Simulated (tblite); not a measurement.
C₅H₆N (doublet state).
Z-matrix (Å and degrees, GFN2-xTB geometry), rows numbered from 1:
```
C 
N   1  1.2172
C   2  1.3302  1  149.54
C   3  1.3380  2  123.86  1    88.03
C   4  1.4615  3  148.71  2    -6.27
C   4  1.4598  3  148.66  2   173.31
H   1  1.0818  2  121.92  3  -177.88
H   3  1.0849  2  114.84  1   -99.67
H   5  1.0827  4  119.05  6  -107.40
H   5  1.0826  4  118.99  6   107.54
H   6  1.0829  4  119.00  5   107.37
H   6  1.0825  4  119.01  5  -107.49
```

All values are computed: GFN2-xTB (tblite) harmonic vibrations without scaling, gas phase. The method is semi-empirical: single wavenumbers can be off by several per cent or more. One conformer, not necessarily the lowest. Open shells enter through the occupations alone, without spin polarisation, and single modes of such species can be off by tens of per cent.

Harmonic wavenumbers (cm⁻¹): 104.5, 143.6, 212.4, 239.9, 362.3, 480.4, 622.6, 766.5, 776.6, 826.0, 904.9, 967.8, 1026.9, 1040.4, 1053.0, 1080.4, 1103.2, 1118.6, 1159.7, 1300.3, 1429.7, 1450.5, 1757.6, 1983.3, 2966.8, 3010.0, 3032.7, 3043.3, 3049.3, 3051.7.

A = 12490, B = 2067, C = 1835 MHz; mass 80.050 u (most abundant isotopes); point group C1, symmetry number 1; spin multiplicity 2.

Q: Zero-point energy?

A: ½Σν̃ = 20032 cm⁻¹ = 239.64 kJ/mol.

Q: What is S at 500 K and 1 bar for an ideal gas of classical rigid rotors and harmonic oscillators?

A: Translation 174.26, rotation 116.57, vibration 104.92, spin (R ln 2) 5.76: S = 401.5 J/(mol K).

Q: And Cp and H(500 K) − H(0)?

A: Cp = 150.68 J/(mol K), of which vibrations give 117.42 (their classical limit is 30 R = 249.4); H(500 K) − H(0) = 45.52 kJ/mol without the zero-point energy, 28.89 from vibrations.

Q: Which modes carry the vibrational entropy at 500 K?

A: 104.5 cm⁻¹: 18.34; 143.6 cm⁻¹: 15.72; 212.4 cm⁻¹: 12.54; 239.9 cm⁻¹: 11.56; 362.3 cm⁻¹: 8.33; 480.4 cm⁻¹: 6.25 J/(mol K); the other 24 give 32.18 together.

Q: What must be added to the electronic energy to get the Gibbs energy at 500 K and 1 bar?

A: ZPE + [H(500 K) − H(0)] − T·S = 239.64 + 45.52 − 200.76 = 84.40 kJ/mol.

Hindered rotation and anharmonicity are outside this model. Other conformers, if any are populated, would add a mixing term that is left out. The structure is chiral; the term R ln 2 for an equal mix with its mirror image is left out.
